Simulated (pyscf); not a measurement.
**Concerted two-bond exchange: H₂Se + GaH₂• → [HGa–SeH]• + H₂**

Gas phase, doublet surface, charge 0. Bonds broken: Se1–H3, Ga2–H4. Bonds formed: Se1–Ga2, H3–H4. PySCF, gas phase, ωB97X-D3(BJ)/def2-SVP geometries.

Transition state (Å):

```xyz
6

Se     0.8429     1.0026     0.9602
Ga     0.6887    -0.7066    -0.9758
H     -0.4546     0.5779    -0.0921
H     -0.9367    -0.1505    -0.8576
H      1.3916     0.0667    -2.1662
H      0.2757     0.0936     1.9625
```

One imaginary mode, 1301i cm⁻¹; descent along it reached the two sides named, in the forms told below.

| bond | change | reactant side (Å) | saddle | product side |
|---|---|---|---|---|
| Se1–H3 | breaks | 1.468 | 1.724 | 3.5 |
| Ga2–H4 | breaks | 1.590 | 1.722 | 2.9 |
| Se1–Ga2 | forms | 2.7 | 2.587 | 2.335 |
| H3–H4 | forms | 3.4 | 1.161 | 0.762 |

Electronic energies relative to the separated reactants (kcal/mol):

| level | barrier | reaction energy | reverse barrier |
|---|---|---|---|
| ωB97X-D3(BJ)/def2-TZVP | 1.6 | -28.8 | 30.4 |
| PBE/def2-TZVP | -3.7 | -25.5 | 21.8 |
| r²SCAN/def2-TZVP | -3.2 | -26.4 | 23.2 |
| B3LYP-D3(BJ)/def2-TZVP | 2.4 | -25.2 | 27.5 |
| PBE0-D3(BJ)/def2-TZVP | -1.4 | -25.3 | 23.8 |
| M06-2X/def2-TZVP | 1.4 | -28.1 | 29.5 |
| ωB97M-D3(BJ)/def2-TZVP | 6.0 | -22.9 | 28.8 |
| HF/def2-TZVP | 22.1 | -20.3 | 42.4 |

With ωB97M-D3(BJ)/def2-TZVP energies and thermal terms (ideal gas, 1 atm, RRHO with modes under 100 cm⁻¹ raised to 100, one conformer, R ln 2 for chiral ones without a mode under 150 cm⁻¹), in kcal/mol:

```
T (K)  ΔH‡   ΔG‡     ΔH     ΔG
-----  ---  ----  -----  -----
298    6.0  15.7  -22.7  -21.2
600    6.1  25.5  -21.7  -20.1
900    6.8  35.0  -21.0  -19.5
1200   7.5  44.3  -20.5  -19.0
```

On the reactant side the descent ends in an adduct with a Ga–Se contact, 13.3 kcal/mol under the separated species and 14.9 kcal/mol under the saddle at ωB97X-D3(BJ)/def2-TZVP. At PBE, r²SCAN, PBE0-D3(BJ) the saddle lies under the separated reactants, which points to a path from their complex (located at ωB97X-D3(BJ) alone). What is counted as formed (Ga–Se) is already present as a longer contact in the reactant adduct; forming that adduct is a step of its own. This saddle turned up in a search for another step; its sides and bond changes are read from the two ends of the descent. This is the saddle that the search found; another between the same sides may lie lower. Elements up to Kr have no core potential and no relativistic terms here.
